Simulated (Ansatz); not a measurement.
Species: C2H4, charge 0, singlet. C2H4 (SMILES C=C).
B3LYP-D3(BJ)/def2-TZVP minimum from Ansatz (a first-principles code):
```xyz
6

C     -0.0012    -0.0058     0.6623
C      0.0012     0.0058    -0.6623
H      0.0167     0.9104     1.2401
H     -0.0212    -0.9321     1.2238
H      0.0212     0.9321    -1.2238
H     -0.0167    -0.9104    -1.2401
```
Charge 0, spin multiplicity 1.

Property: atomisation energy (electronic, to ground-state atoms), in kcal/mol. UHF or UKS for unpaired electrons; spin-orbit terms are left out. CBS(X,Y): correlation extrapolated as X^-3, Hartree-Fock from the larger set (Q,5: extrapolated as (X+1)exp(-9√X)). A bracket is a step between two methods taken in the basis named. Functionals run without relativity, which enters their misses. Double hybrids freeze cores in their MP2 part. '+ core + X2C': CCSD(T) terms for core correlation (cc-pwCVTZ) and scalar relativity (cc-pVTZ-DK). For partners of very few electrons the exact lower level stands in for a higher one.

CCSD(T)/CBS(cc-pVQZ,cc-pV5Z) + [CCSDT(Q) - CCSD(T)]/cc-pVTZ + [CCSDTQ - CCSDT(Q)]/cc-pVDZ + core + X2C (Ansatz) gives 563.6 kcal/mol.

How far off this value is PBE/def2-TZVPD (Ansatz), in which direction, and which of these levels come nearer: r2SCAN/def2-TZVPD, PBE0/def2-TZVPD, wB97M-V/def2-TZVPD, B2PLYP/def2-TZVPD, CCSD(T)/CBS(cc-pVQZ,cc-pV5Z) + core + X2C?

PBE gives 571.0 kcal/mol, 7.4 kcal/mol above it. Differences of the others: r2SCAN/def2-TZVPD (Ansatz) -1.7; PBE0/def2-TZVPD (Ansatz) -0.4; wB97M-V/def2-TZVPD (Ansatz) -0.7; B2PLYP/def2-TZVPD (Ansatz) -6.2; CCSD(T)/CBS(cc-pVQZ,cc-pV5Z) + core + X2C (Ansatz) 0.0 kcal/mol. Nearer than PBE: r2SCAN/def2-TZVPD, PBE0/def2-TZVPD, wB97M-V/def2-TZVPD, B2PLYP/def2-TZVPD, CCSD(T)/CBS(cc-pVQZ,cc-pV5Z) + core + X2C.
